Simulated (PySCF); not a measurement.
**2-chloro-3-methylbutane, C5H11Cl**

Molfile (atoms numbered from 1):
```
C5H11Cl
     RDKit          3D

 17 16  0  0  0  0  0  0  0  0999 V2000
   -0.6660    2.1833    0.1547 C   0  0  0  0  0  0  0  0  0  0  0  0
    0.3638    1.1840    0.6683 C   0  0  0  0  0  0  0  0  0  0  0  0
   -0.1586   -0.2442    0.5207 C   0  0  0  0  0  0  0  0  0  0  0  0
    1.7158    1.3452   -0.0319 C   0  0  2  0  0  0  0  0  0  0  0  0
    2.7832    0.3600    0.3954 C   0  0  0  0  0  0  0  0  0  0  0  0
    2.3576    3.0167    0.2580 Cl  0  0  0  0  0  0  0  0  0  0  0  0
   -1.6127    2.0841    0.7065 H   0  0  0  0  0  0  0  0  0  0  0  0
   -0.8819    2.0079   -0.9126 H   0  0  0  0  0  0  0  0  0  0  0  0
   -0.3096    3.2164    0.2630 H   0  0  0  0  0  0  0  0  0  0  0  0
    0.5399    1.3823    1.7414 H   0  0  0  0  0  0  0  0  0  0  0  0
   -1.1625   -0.3281    0.9630 H   0  0  0  0  0  0  0  0  0  0  0  0
   -0.2435   -0.5279   -0.5419 H   0  0  0  0  0  0  0  0  0  0  0  0
    0.4840   -0.9832    1.0198 H   0  0  0  0  0  0  0  0  0  0  0  0
    1.5676    1.2930   -1.1228 H   0  0  0  0  0  0  0  0  0  0  0  0
    2.9248    0.3872    1.4866 H   0  0  0  0  0  0  0  0  0  0  0  0
    2.5063   -0.6638    0.1034 H   0  0  0  0  0  0  0  0  0  0  0  0
    3.7426    0.6022   -0.0816 H   0  0  0  0  0  0  0  0  0  0  0  0
  1  2  1  0
  2  3  1  0
  2  4  1  0
  4  5  1  0
  4  6  1  0
  1  7  1  0
  1  8  1  0
  1  9  1  0
  2 10  1  0
  3 11  1  0
  3 12  1  0
  3 13  1  0
  4 14  1  6
  5 15  1  0
  5 16  1  0
  5 17  1  0
M  END
```

Level of theory: PySCF, quadratic response CAM-B3LYP/def2-TZVPD first hyperpolarisability, Taylor convention, gas phase. Geometry: PBE0-D3(BJ)/def2-SVP.

Question: Give β for the processes computed.

Answer: In 10⁻³⁰ esu, Taylor convention; the vector part is βᵢ = ⅓ Σⱼ (βᵢⱼⱼ + βⱼᵢⱼ + βⱼⱼᵢ); β∥ is 3/5 of the vector part along the dipole, the dipole points from − to +:
```csv
process,λ (nm),β vector norm,β∥,β HRS,depolarisation ratio
"static β(0;0,0)",∞,0.27,0.14,0.12,3.65
"second harmonic β(−2ω;ω,ω)",1907,0.28,0.14,0.13,3.69
"Pockels β(−ω;ω,0)",1907,0.27,0.14,–,–
"second harmonic β(−2ω;ω,ω)",1064,0.31,0.16,0.14,3.79
"Pockels β(−ω;ω,0)",1064,0.28,0.14,–,–
```

Question: Which lowest excitations, dipole and polarisabilities go with it?

Answer: S1 7.15 eV (f = 0.001); S2 7.18 eV (f = 0.002); S3 7.86 eV (f = 0.031); dipole 2.20 D; isotropic α 77.9 au static, 78.1 au at 1907 nm, 78.4 au at 1064 nm, 78.6 au at 953.5 nm, 80.1 au at 532 nm.
